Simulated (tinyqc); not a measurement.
Coupled-perturbed Hartree-Fock on RHF in the sto-3g basis, for BH3, spin multiplicity 1, step by step. One step of it, computed by the program tinyqc.

Task: Orthogonalisation. S = U s U^T; canonical form X = U s^(-1/2), so that X^T S X = 1. Each column of U has its largest component positive (the first on a tie).

overlap S, lower triangle:
```
           1B 1s     1B 2s     1B 2px     1B 2py     1B 2pz     2H 1s     3H 1s     4H 1s
1B 1s   1.000000
1B 2s   0.269328  1.000000
1B 2px  0.000000  0.000000   1.000000
1B 2py  0.000000  0.000000   0.000000   1.000000
1B 2pz  0.000000  0.000000   0.000000   0.000000   1.000000
2H 1s   0.078218  0.513069   0.511042   0.000000  -0.000913  1.000000
3H 1s   0.078186  0.512974  -0.255681   0.442419  -0.000913  0.131755  1.000000
4H 1s   0.078186  0.512974  -0.255681  -0.442419  -0.000913  0.131755  0.131873  1.000000
```

Give: eigenvalues of S; X.

Result:

eigenvalues of S: 0.2155  0.3047  0.3049  0.9471  1.0000  1.5632  1.5636  2.1010

X:
```
              1        2        3        4        5        6        7        8
1B 1s   -0.3312   0.0000   0.0000   0.9831   0.0083   0.0000   0.0001   0.1702
1B 2s    1.6443   0.0002   0.0000  -0.0447   0.0013   0.0000   0.0001   0.4446
1B 2px  -0.0003   1.2122   0.0000  -0.0001   0.0000   0.0000   0.5943  -0.0001
1B 2py   0.0000   0.0000   1.2116   0.0000   0.0000   0.5945   0.0000   0.0000
1B 2pz  -0.0027   0.0000   0.0000  -0.0088   1.0000   0.0000   0.0000  -0.0007
2H 1s   -0.7801  -1.0994   0.0000  -0.1706  -0.0014   0.0000   0.4369   0.2882
3H 1s   -0.7802   0.5496  -0.9517  -0.1705  -0.0014   0.3784  -0.2184   0.2883
4H 1s   -0.7802   0.5496   0.9517  -0.1705  -0.0014  -0.3784  -0.2184   0.2883
```
